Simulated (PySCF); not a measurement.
Saddle point of CH8BN, singlet (CH₅B ([BH2][CH3]) + NH₃ → BNH₄ ([BH2][NH2]) + CH₄; bonds formed: C2–H5; dative contacts that become bonds: B1–N6; bonds broken: B1–C2, H5–N6), PBE0-D4/def2-TZVP structure:

```xyz
11
angstrom
B -0.6069 -0.3729 -0.3199
C 0.7654 0.7915 -0.6293
H -0.3695 -1.3099 -1.0318
H -1.5974 0.2684 -0.5403
H 0.3993 0.1515 0.5153
N -0.3960 -0.6838 1.2079
H 0.4451 0.8648 -1.6688
H 0.7279 1.7999 -0.2082
H 1.7964 0.4273 -0.6342
H -1.0815 -0.3292 1.8537
H -0.0828 -1.6076 1.4557
```

Energies are electronic, without zero-point energy. Barriers and step energies count from the start structure reached by relaxing down the imaginary mode; all methods use the PBE0-D4 structures, on which another method's saddle can fall below an end. PySCF 2.14 with density fitting (its default auxiliary sets; JK sets also for MP2 and CCSD(T)); basis: def2-TZVPP, with def2-QZVPP for the basis limit; cores frozen in the correlated methods. B3LYP uses VWN-RPA correlation. Extrapolation: Hartree–Fock as exp(−7.88 √X), correlation as X^−2.97.

```json
{"method": "SPW92", "barrier (kJ/mol)": "?", "step energy (kJ/mol)": "-2.2"}
{"method": "PBE-D4", "barrier (kJ/mol)": "156.8", "step energy (kJ/mol)": "-32.5"}
{"method": "r2SCAN-D4", "barrier (kJ/mol)": "167.5", "step energy (kJ/mol)": "-37.0"}
{"method": "PBE0-D4", "barrier (kJ/mol)": "170.5", "step energy (kJ/mol)": "-30.0"}
{"method": "B3LYP-D4", "barrier (kJ/mol)": "178.5", "step energy (kJ/mol)": "-51.9"}
{"method": "BHLYP-D4", "barrier (kJ/mol)": "?", "step energy (kJ/mol)": "-51.4"}
{"method": "wB97M-V", "barrier (kJ/mol)": "?", "step energy (kJ/mol)": "-41.0"}
{"method": "HF", "barrier (kJ/mol)": "226.2", "step energy (kJ/mol)": "-79.2"}
{"method": "MP2", "barrier (kJ/mol)": "180.1", "step energy (kJ/mol)": "-36.7"}
{"method": "CCSD", "barrier (kJ/mol)": "194.4", "step energy (kJ/mol)": "-43.8"}
{"method": "CCSD(T)", "barrier (kJ/mol)": "187.3", "step energy (kJ/mol)": "-40.1"}
```

**Question.** Fill in the withheld barriers. (Judge from chemistry; the value comes from the calculation.)

**Answer.** By the calculation: SPW92 143.5; wB97M-V 179.3; BHLYP-D4 195.3 kJ/mol. Each is the energy of the saddle less that of the start structure, by the same method.

For comparison, the barrier by CCSD(T) at an estimated basis limit (MP2 extrapolated from triple and quadruple zeta, plus CCSD(T) − MP2 in triple zeta) is 183.2 kJ/mol.

T1 diagnostic: at most 0.012.

The step is the kind of exchange with an N–H group that builds nitride films in atomic layer and chemical vapour deposition.

Labels in which every atom is bracketed show which atoms are joined, not bond orders.

For scale, one of the runs: CCSD(T)/def2-TZVPP, 205 basis functions, launched by `OMP_NUM_THREADS=4 python run.py`. The run took 7.3 min on 4 CPU threads of an Intel Xeon (shared host), with 2.5 GiB of host memory at its peak.
